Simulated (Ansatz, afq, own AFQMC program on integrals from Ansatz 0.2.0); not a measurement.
**WHCl₂, quartet in def2-SVP, levels against CCSDT(Q)**

```yaml
atoms:
  - { symbol: W, position_ang: [0.0000, -0.2779, 0.0302] }
  - { symbol: Cl, position_ang: [0.0000, 0.8011, -2.2183] }
  - { symbol: Cl, position_ang: [0.0000, 0.6965, 2.0607] }
  - { symbol: H, position_ang: [0.0000, -1.9938, 0.0302] }
```

Connectivity, by distances: Cl–WH–Cl.

Basis def2-SVP with its core potentials. Only valence electrons are correlated. Ansatz 0.2.0 and our own AFQMC program on the same integrals; the CISD trial comes from CCSD amplitudes, and released means the phaseless constraint is let go. ± is one standard error of the sampling. No spin–orbit coupling. The metal's outer-core s and p shells are frozen, which shifts wave-function levels against functionals.

Determinant: UHF, the one that the program's search chose, which needn't be the lowest solution. The geometry is a point of a scan.

No full CI on the walks' own integrals is used here; CCSDT(Q) serves as the reference and is uncertain by about the last step of the cluster series.

Cautions: no spin-orbit coupling; outer-core shells of the metal frozen; lower spins were not checked; higher spins were not checked.

The T1 diagnostic is 0.0243 and the weight of the determinant in the CISD state is 0.822. The ⟨S²⟩ of the determinant is 3.795 and the size of the correlated space is 21 electrons in 59 orbitals.

Q: Estimate: order these by the size of their error in total energy against CCSDT(Q), smallest first.
A. CCSDT
B. AFQMC with the constraint released
C. CCSD(T)
D. MP2

A: B (0.1 ± 0.7 kJ/mol), A (2.6 kJ/mol), C (6.5 kJ/mol), D (132.9 kJ/mol).

Reference: CCSDT(Q), correlation energy -11.582 eV. The released energy is read at 1.20 1/Eh (meV from the phaseless value at times in 1/Eh: -6 ± 7 at 0.24, -7 ± 7 at 0.48, -22 ± 6 at 0.80, -12 ± 7 at 1.20).

A walk keeps the symmetry of its determinant, which the program's search chose and which needn't be the lowest solution, so a lower state of the same spin and another symmetry isn't excluded. Released energies are given only where the last usable release times agree within the noise; a slower fall can still hide under it.
